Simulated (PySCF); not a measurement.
(CH3)3SiF, optimised at GFN2-xTB:

```xyz
14

C     -0.7913     1.5752    -0.4938
Si     0.0425     0.1076     0.3730
C      1.7759    -0.2538    -0.3092
C     -1.0604    -1.4358     0.4178
F      0.2524     0.5590     1.9260
H     -0.9753     1.3714    -1.5439
H     -1.7461     1.8107    -0.0325
H     -0.1730     2.4664    -0.4353
H      2.2612    -1.0445     0.2558
H      1.7430    -0.5654    -1.3483
H      2.4106     0.6256    -0.2496
H     -1.2605    -1.8171    -0.5785
H     -2.0168    -1.2194     0.8851
H     -0.5929    -2.2339     0.9874
```

Energies from PySCF (xtb for GFN2), thermal terms from the rigid-rotor harmonic-oscillator model, ideal gas at 1 bar. 6-31G* has spherical d functions here. All species are closed-shell singlets. B3LYP is the form with VWN-RPA correlation.

### Question
List the harmonic frequencies (cm⁻¹, unscaled) at this level and at the other levels, each on its own geometry.

### Answer
- GFN2-xTB: 77, 95, 95, 157, 157, 194, 227, 227, 625, 753, 753, 753, 784, 799, 799, 869, 869, 882, 1379, 1379, 1381, 1478, 1481, 1481, 1484, 1484, 1487, 3038, 3039, 3039, 3041, 3044, 3044, 3051, 3051, 3054
- B3LYP/6-31G*: 134, 153, 154, 185, 185, 234, 276, 277, 599, 697, 697, 698, 784, 784, 805, 891, 891, 951, 1335, 1335, 1344, 1486, 1493, 1493, 1499, 1499, 1510, 3043, 3043, 3045, 3113, 3113, 3116, 3121, 3122, 3123
- HF/6-31G*: 136, 155, 156, 198, 198, 246, 295, 295, 633, 742, 742, 752, 842, 842, 861, 952, 952, 1007, 1460, 1460, 1467, 1596, 1602, 1602, 1608, 1608, 1619, 3185, 3186, 3188, 3250, 3250, 3254, 3259, 3260, 3260
- PBE/def2-SVP: 130, 151, 151, 185, 185, 224, 262, 262, 592, 650, 669, 669, 741, 741, 761, 837, 837, 898, 1220, 1220, 1227, 1371, 1377, 1377, 1385, 1385, 1396, 2974, 2974, 2976, 3070, 3070, 3072, 3076, 3077, 3077
- PBE0/def2-TZVP: 130, 152, 152, 190, 190, 229, 277, 278, 615, 671, 693, 694, 766, 766, 787, 866, 866, 918, 1278, 1278, 1284, 1438, 1443, 1443, 1452, 1452, 1462, 3048, 3048, 3049, 3129, 3129, 3132, 3135, 3136, 3136
